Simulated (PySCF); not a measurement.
Species: trans vinyl isocyanate, C3H3NO.
SMILES: `N(C=C)=C=O`

A linear-response calculation (PySCF, def2-SVPD basis, gas phase, vertical, core orbitals frozen in the response) gave these numbers; the functional is withheld.

Orbital energies (eV): HOMO-3 -11.29, HOMO-2 -10.45, HOMO-1 -8.90, HOMO -7.38, LUMO -0.84, LUMO+1 0.33, LUMO+2 0.90.

| state | E (eV) | f | main configurations (H = HOMO, L = LUMO) |
| --- | --- | --- | --- |
| S1 | 6.09 | 0.313 | H→L (84%) |
| S2 | 6.12 | 0.027 | H→L+1 (73%), H→L+2 (12%) |
| S3 | 6.32 | 0.0001 | H-1→L (93%) |
| S4 | 6.83 | 0.018 | H→L+2 (84%), H→L+1 (14%) |
| S5 | 7.58 | 0.0070 | H→L+3 (92%) |
| S6 | 7.70 | 0.0065 | H→L+4 (94%) |

Triplets, Tamm–Dancoff:

| state | E (eV) | λ (nm) | main configurations (H = HOMO, L = LUMO) |
| --- | --- | --- | --- |
| T1 | 3.71 | 334.5 | H→L (95%) |
| T2 | 5.83 | 212.6 | H→L+1 (59%), H→L+2 (19%), H-1→L (15%) |
| T3 | 6.15 | 201.6 | H-1→L (81%), H→L+1 (15%) |
| T4 | 6.38 | 194.3 | H-1→L+1 (48%), H-1→L+2 (32%) |

Vertical ionisation energy by ΔSCF with the same functional: 9.55 eV. Mean static polarisability: 48.7 au.

Question: Which of these was used?
A. wB97X-D
B. PBE
C. PBE0
D. HF

Answer: C. PBE0 is a global hybrid with 25% exact exchange. In this run −ε(HOMO) = 7.38 eV differs from the ΔSCF value by -2.17 eV, and S1 differs from the orbital gap of 6.55 eV by -0.46 eV. The ratio −ε(HOMO)/IP is 0.77. Small neutral molecules mostly give 0.7 to 0.83 with PBE0, 0.5 to 0.7 with PBE, 0.89 to 0.99 with wB97X-D; with Hartree–Fock the ratio is 1 or more (Koopmans' value less the relaxation energy is the ΔSCF value).

The calculation used TDDFT PBE0/def2-SVPD, vertical, gas phase, core orbitals frozen in the response (PySCF 2.14.0, density-fitted response routines). Isolated species at its PBE0-D3(BJ)/def2-SVP geometry (one conformer only).

The values belong to the conformer `[CH2:1]=[CH:2][N:3]=[C:4]=[O:5]`: C1–C2–N3–C4 1°.
